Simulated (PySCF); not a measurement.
**BH: bond curves at several levels of theory**

An exercise on one series of results from a longer session: the logs are not shown, and one member is left open.

Program: PySCF 2.14.0. Level of theory: B cc-pVDZ, H cc-pVDZ, no relativity. These are calculated values, not measurements.

The first run:

A driver script around PySCF takes these settings:

```yaml
atoms: B, H
charge: 0
basis: B cc-pVDZ, H cc-pVDZ
Hamiltonian: no relativity
basis_functions: 19
electrons_treated: 6
masses_in_u: 11.0093, 1.0078
levels: PBE0, PBE, r²SCAN, MN15, B2PLYP, M06-2X, HF, MP2, SCS-MP2, CCSD, CCSD(T)
grid: 80 radial by 434 angular points
occupations: held fixed by the projection of orbital angular momentum
dissociation_limit: B + H, each in its ground configuration
starting_distance_in_angstrom: 1.135
values_of_2S_to_try: 0, 2
```

Started as:

```bash
OMP_NUM_THREADS=1 python dia.py task.json out
```

Among the steps run: Set-up; First curve: PBE0; Other states along the same grid; PBE (GGA); r²SCAN (meta-GGA); MN15; B2PLYP; M06-2X; RHF (mean field); Correlated methods on the Hartree–Fock reference.

One table of the session follows, with a row left open; its other results are not shown here.

Energy (eV) from each level's lowest point:

| R (Å) | RHF | RHF-MP2 | RHF-SCS-MP2 | RHF-CCSD | RHF-CCSD(T) |
| --- | --- | --- | --- | --- | --- |
| 1.084 | 0.317 | 0.351 | 0.354 | n/a | n/a |
| 1.134 | 0.129 | 0.152 | 0.155 | 0.169 | 0.171 |
| 1.184 | 0.029 | 0.041 | 0.043 | 0.052 | 0.054 |
| 1.222 | 0.000 | 0.005 | 0.005 | 0.010 | 0.011 |
| 1.260 | ? | ? | ? | ? | ? |
| 1.298 | 0.034 | 0.022 | 0.021 | 0.016 | 0.015 |
| 1.348 | 0.109 | 0.085 | 0.083 | 0.070 | 0.068 |
| 1.411 | 0.243 | 0.205 | 0.201 | 0.177 | 0.174 |
| 1.487 | 0.447 | 0.393 | 0.386 | 0.347 | 0.342 |
| 1.588 | 0.764 | 0.687 | 0.677 | n/a | n/a |

Q: Estimate the row for R (Å) = 1.260 from the others.

Worked estimate for «RHF». A straight line through the neighbours (1.222, 0.000) and (1.298, 0.034) gives 0.000 + (0.034 − 0.000) × (1.260 − 1.222) / (1.298 − 1.222) = 0.017; a parabola fitted to 4 rows on both sides gives 0.004.

As computed: RHF: 0.004; RHF-MP2: 0.000; RHF-SCS-MP2: 0.000; RHF-CCSD: 0.000; RHF-CCSD(T): 0.000. In «RHF» the line misses by +0.013 and the parabola by 0.000.

Caveats from the session: Lowest PBE0 solution found, without spin–orbit coupling: ¹Σ⁺ (singlet), closed shell. Warnings in the runs' records: inverted.
